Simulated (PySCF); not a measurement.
Reaction (SMILES): CS (CH3-SH) → [CH2-]S + H+
B3LYP-D3(BJ)/def2-TZVP geometries, fixed; electronic energies without zero-point terms.

Effect of the auxiliary basis of density fitting at wB97M-V/def2-TZVP with PySCF, against the last row, where the deprotonation energy is 404.05 kcal/mol. The proton leaves the site shown, which need not be the most acidic.

```csv
setting,"fitting functions, largest species",largest shift of a total energy (mEh),shift of the deprotonation energy (kcal/mol)
density fitting: autoaux,525,-0.004,0.000
density fitting: def2-universal-jkfit,275,-0.060,0.012
density fitting: cc-pvtz-jkfit,320,-0.019,0.002
density fitting: cc-pvqz-jkfit,458,-0.005,-0.002
density fitting: none,-,0.000,0.000
```

Within 0.02 kcal/mol in the deprotonation energy: density fitting: autoaux; density fitting: def2-universal-jkfit; density fitting: cc-pvtz-jkfit; density fitting: cc-pvqz-jkfit. The largest shift is 0.060 mEh in a total energy and 0.012 kcal/mol in the difference.
